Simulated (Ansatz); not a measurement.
**CH₅OSi radical: one species, many methods**

The task here is to estimate one member of a computed series from the others.

Program: Ansatz 0.2.0, Gaussian basis. Level of theory: functionals in def2-TZVPP, the program's frozen cores in correlated methods. These are calculated values, not measurements.

Plan: LDA (SPW92), PBE-D4, revPBE-D4, BLYP-D4, r2SCAN-D4, B97M-V, PBE0-D4, B3LYP-D4, r2SCANh-D4, r2SCAN0-D4, HSE06-D4, BHLYP-D4, CAM-B3LYP-D4, LC-ωPBE, ωB97X-V, ωB97M-V, B2PLYP, PBE-QIDH; CCSD(T)/def2-SVP; CCSD(T)/def2-TZVPP; MP2/def2-QZVPP; extrapolation to the limit; RPA on PBE.

### Structure used throughout

An earlier PBE0-D4 in a triple-zeta def2 set relaxation fixed the geometry.

SMILES `CO[SiH2]`, 8 atoms, charge 0, spin multiplicity 2.

Atoms are counted from 1 here; the program's logs count them from 0.

Bond lengths: C1–O2 1.409 Å, C1–H4 1.091 Å, C1–H5 1.096 Å, C1–H6 1.095 Å, O2–Si3 1.645 Å, Si3–H7 1.488 Å, Si3–H8 1.499 Å. Angles: O2–C1–H4 108.2°, O2–C1–H5 111.7°, O2–C1–H6 111.1°, H4–C1–H5 108.6°, H4–C1–H6 108.6°, H5–C1–H6 108.7°, C1–O2–Si3 123.9°, O2–Si3–H7 105.9°, O2–Si3–H8 109.8°, H7–Si3–H8 111.1°.

Geometry (Å):

```xyz
8
CH5OSi
C    -0.27180    1.08077    0.34074
O    -0.19557    0.11449   -0.68168
Si   -0.00341   -1.49607   -0.40794
H    -0.11301    2.06313   -0.10689
H     0.49358    0.91882    1.10855
H    -1.25635    1.07027    0.81928
H     0.35082   -2.09474   -1.72365
H     1.08793   -1.71377    0.59579
```

The first run:

File in.yaml:

```yaml
crystal:
  periodic: [false, false, false]
  atoms:
    - {symbol: C, position_ang: [-0.271797, 1.080774, 0.340738]}
    - {symbol: O, position_ang: [-0.195570, 0.114494, -0.681676]}
    - {symbol: Si, position_ang: [-0.003410, -1.496070, -0.407937]}
    - {symbol: H, position_ang: [-0.113006, 2.063126, -0.106894]}
    - {symbol: H, position_ang: [0.493578, 0.918819, 1.108550]}
    - {symbol: H, position_ang: [-1.256345, 1.070272, 0.819281]}
    - {symbol: H, position_ang: [0.350821, -2.094743, -1.723648]}
    - {symbol: H, position_ang: [1.087928, -1.713770, 0.595787]}
basis:
  gaussian: {orbitals: def2-TZVPP}
magnetization: {spin_polarized: true, initial_magnetization: 1}
hamiltonian: {xc: lda}
output: {orbitals: {seedname: orbitals}}
```

Steps of the session up to this table: LDA; PBE-D4 (GGA); revPBE-D4 (GGA); BLYP-D4 (GGA); r2SCAN-D4 (meta-GGA); B97M-V (meta-GGA); PBE0-D4 (hybrid); B3LYP-D4 (hybrid); r2SCANh-D4 (hybrid); r2SCAN0-D4 (hybrid); HSE06-D4 (hybrid); BHLYP-D4 (hybrid); CAM-B3LYP-D4 (range-separated); LC-ωPBE-D4 (range-separated; the results give it without D4); ωB97X-V (range-separated); ωB97M-V (range-separated); B2PLYP (double hybrid); PBE-QIDH (double hybrid).

One table of the session follows, with a row left open; its other results are not shown here.

It belongs to the step «Orbital energies across the functionals». 

```
  functional  HOMO (eV)  LUMO (eV)  gap (eV)
 LDA (SPW92)      -4.58      -3.40      1.18
      PBE-D4      -4.63      -2.97      1.65
   revPBE-D4      -4.61      -2.84      1.78
     BLYP-D4      -4.43      -3.03      1.41
   r2SCAN-D4      -4.97      -2.50      2.47
      B97M-V      -4.73      -3.24      1.50
     PBE0-D4          ?          ?         ?
    B3LYP-D4      -5.53      -2.47      3.06
  r2SCANh-D4      -5.41      -2.20      3.21
  r2SCAN0-D4      -6.06      -1.76      4.30
    HSE06-D4      -5.41      -2.43      2.98
    BHLYP-D4      -6.81      -1.28      5.52
CAM-B3LYP-D4      -7.03      -1.18      5.85
     LC-ωPBE      -8.46       0.29      8.74
     ωB97X-V      -7.96      -0.28      7.68
     ωB97M-V      -7.59      -0.44      7.15
```

Q: Estimate the row for PBE0-D4 from the others.

**Answer.** HOMO (eV): -5.81; LUMO (eV): -2.04; gap (eV): 3.76. In the column «HOMO (eV)» it lies between r2SCAN0-D4 (-6.06) and B3LYP-D4 (-5.53).
